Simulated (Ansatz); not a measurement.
Two shapes of doublet C3H5.

Shape 1:

```xyz
8

C    -0.2161    0.0164   -0.3972
C    -0.9758   -0.3428    0.7181
C     1.1666    0.2873   -0.3618
H    -0.7188    0.1260   -1.3322
H    -2.0347   -0.5079    0.5895
H    -0.5187   -0.4597    1.6987
H     1.6789    0.5631   -1.2507
H     1.7204    0.1924    0.5452
```

Shape 2:

```xyz
8

C    -0.2117    0.0292   -0.3942
C    -0.9764   -0.3411    0.7093
C     1.1581    0.2788   -0.3642
H    -0.7207    0.1306   -1.3478
H    -2.0394   -0.5217    0.6204
H    -0.5286   -0.4592    1.6888
H     1.6964    0.5633   -1.2584
H     1.7241    0.1950    0.5558
```

Basis set: def2-SVP (spherical functions). Left uncorrelated: 3 orbitals. Charge 0, multiplicity 2.

Computed with Ansatz (development build ahead of 0.2.0); each method stands on the lowest determinant of its kind that the runs found.

Problem. Which shape is lower in energy, and by how much in each method?

Solution.

```json
{"method": "UHF", "E(2) − E(1) (eV)": "-0.036"}
{"method": "UHF-MP2", "E(2) − E(1) (eV)": "-0.061"}
```

Shape 2 is lower. Caution: the unrestricted determinant is spin contaminated.
